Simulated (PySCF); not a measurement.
The numbers below are computed, except where a source is named.
A vibrational averaging run on C₃H₄FN₂ (charge +1), SMILES Fc1[nH]cc[nH+]1. A sound run at PBE0/pcSseg-1 gave B0 = 9008, 3682, 2613 MHz, harmonic ZPE 17052 cm⁻¹, lowest mode 310 cm⁻¹ and averaged shieldings 263.48, 30.23, 92.22, 58.39, 58.39, 92.21, 22.08, 23.44, 23.44, 22.08 ppm.

Input of the run in question:

```
{"job": {"xc": "PBE0", "basis": "pcSseg-1", "grid": 2, "temperatures": [250, 350], "conv": 0.0001, "kind": "iso"}, "charge": 1, "multiplicity": 1}
F      2.336058    -0.344587    -0.401715
C      1.085345    -0.158816    -0.191097
N      0.475062     1.013747    -0.183414
C     -0.869691     0.810282     0.078368
C     -1.042545    -0.521437     0.226709
N      0.199555    -1.109191     0.053031
H      0.935171     1.905283    -0.345194
H     -1.571734     1.630215     0.133669
H     -1.926852    -1.105746     0.438439
H      0.415162    -2.101133     0.101093
```

Command: OMP_NUM_THREADS=1 python ens_run.py task.json out

Output:

```
parent
  Be/MHz 9083.424 3700.737 2629.454
  B0/MHz 9002.489 3681.951 2612.582
  ZPE/cm-1 17117.5
  <sigma>(0 K)/ppm 263.101 30.388 91.648 57.842 57.885 91.782 22.049 23.380 23.383 22.056
2H at atom 6
  Be/MHz 8459.093 3699.596 2573.898
  B0/MHz 8387.564 3681.486 2557.943
  ZPE/cm-1 16354.8
  <sigma>(0 K)/ppm 263.757 30.652 91.933 57.705 57.807 92.254 22.141 23.354 23.369 22.075
```

Q: What is doubtful here, and how much did it matter?

A: The setting at fault: SCF threshold far too loose for finite differences. The isotope effects on the shieldings at 0 K read 657, 264, 285, -138, -78, 472, 93, -26, -14, 19 ppb against 251, 142, 390, 171, 42, 50, 102, -1, 2, -1 ppb in the sound run, and B0 − Be of the smallest constant -16.9 against -16.3 MHz.
